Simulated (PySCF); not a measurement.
# CH2F2

CH2F2 is a small molecule, neutral, singlet. The structure was relaxed in the gas phase by PBE0-D3(BJ)/def2-SVP. No frequency run checks that it is a minimum.

SMILES: FCF

| atom | x (Å) | y (Å) | z (Å) |
| --- | --- | --- | --- |
| C1 | -0.004 | 0.025 | -0.013 |
| F2 | -1.091 | -0.754 | -0.149 |
| F3 | 1.093 | -0.750 | 0.040 |
| H4 | -0.087 | 0.594 | 0.930 |
| H5 | 0.071 | 0.695 | -0.887 |

Shieldings: GIAO PBE0/pcSseg-2. Shifts are against computed references at the same level: C TMS (σ 184.1 ppm), H TMS (σ 31.24 ppm). Core levels by delta-SCF with SCAN, pcX-2 on the ionised atom and pcseg-1 elsewhere, spin-free X2C; from the vacuum level, for chosen atoms.

Question: Give the NMR and core-level values of the distinct atoms.

Answer: 
| atoms | bonded to | σ (ppm) | δ (ppm) | core level (eV) |
| --- | --- | --- | --- | --- |
| C1 | 2 F + 2 H | 69.7 | 114.4 | 1s 296.27 |
| F2 F3 | 1 C | 331.5 | - | 1s 693.72 |
| H4 H5 | 1 C | 25.63 | 5.62 | - |

Values are those of this one static structure; atoms that internal rotation interchanges would show their mean in an NMR spectrum.

Question: By CAM-B3LYP/def2-SVPD (TDDFT singlets, Tamm-Dancoff triplets, ionisation by delta-SCF), where does absorption start, and what does vertical ionisation take?

Answer: The lowest singlet lies at 9.31 eV (f 0.034), the strongest of the first 6 at 10.96 eV (f 0.080), the lowest triplet at 8.97 eV; vertical ionisation takes 13.17 eV.
